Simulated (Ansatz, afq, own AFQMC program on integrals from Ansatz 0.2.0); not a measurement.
N2H2, singlet: AFQMC among the cluster methods

```xyz
4

N     0.0000    0.0000    0.5222
N     0.0000    0.0000   -0.6814
H     0.0000    0.8651    1.1058
H     0.0000   -0.8651    1.1058
```

Connectivity, by distances: NH2–N.

Basis cc-pVDZ. Only valence electrons are correlated. Ansatz 0.2.0 and our own AFQMC program on the same integrals; the CISD trial comes from CCSD amplitudes, and released means the phaseless constraint is let go. Free AFQMC starts from the CCSD state and is never constrained. Its projection time is finite, and what remains of the start isn't in its error. Uncertainties: one standard error, sampling alone.

Determinant: RHF, the one that the program's search chose, which needn't be the lowest solution. The geometry is a point of a scan.

No full CI on the walks' own integrals is used here; CCSDT(Q) serves as the reference and is uncertain by about the last step of the cluster series.

Cautions: higher spins were not checked; restricted determinant unstable towards unrestricted (UHF 45 meV lower, ⟨S²⟩ 0.31); raised T1 diagnostic (T1 0.022, weight of the determinant 0.88, largest double 0.10).

The T1 diagnostic is 0.0223, the weight of the determinant in the CISD state is 0.882 and the size of the correlated space is 12 electrons in 36 orbitals.

Reference: CCSDT(Q), correlation energy -9.488 eV. The released energy is read at 1.62 1/Eh, later times being too noisy (meV from the phaseless value at times in 1/Eh: -16 ± 17 at 0.24, -38 ± 17 at 0.51, -31 ± 17 at 0.99, -2 ± 19 at 1.62, -30 ± 35 at 2.40).

| level | E − E(reference) (kJ/mol) | share of correlation (%) |
| --- | --- | --- |
| HF | 915.5 | 0.00 |
| MP2 | 91.8 | 89.97 |
| CCSD | 32.0 | 96.51 |
| CCSD(T) | 4.0 | 99.57 |
| CCSDT | 2.7 | 99.71 |
| ph-AFQMC/CISD | 1.7 ± 1.5 | 99.81 |
| released AFQMC | 1.6 ± 1.9 | 99.83 |
| free AFQMC | -2.6 ± 2.9 | 100.29 |

Free projections are given only where their last times agree within the noise and don't stop above the reference; a slow remainder of the start can still hide under it. A walk keeps the symmetry of its determinant, which the program's search chose and which needn't be the lowest solution, so a lower state of the same spin and another symmetry isn't excluded. Released energies are given only where the last usable release times agree within the noise; a slower fall can still hide under it.
